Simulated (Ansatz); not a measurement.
Ansatz results at the PBE0-D4/def2-TZVP geometry: HOMO–LUMO gap (ωB97M-V/def2-TZVPP) 7.76 eV; size of the dipole moment (PBE/def2-TZVPP) 2.08 D; LUMO energy (B3LYP/def2-TZVPP) -3.18 eV.

Problem. Which molecule gave them?
A. `c1cocn1`
B. `CN=C=C=O`
C. `C#C/N=C/O`
D. `C=C(O)C#N`

Solution. B. The others give `c1cocn1`: 11.62, 1.56, -0.41; `C=C(O)C#N`: 10.65, 2.17, -1.60; `C#C/N=C/O`: 10.53, 1.36, -1.14.

B3LYP here is the variant with VWN-RPA as its local correlation; programs differ in this.
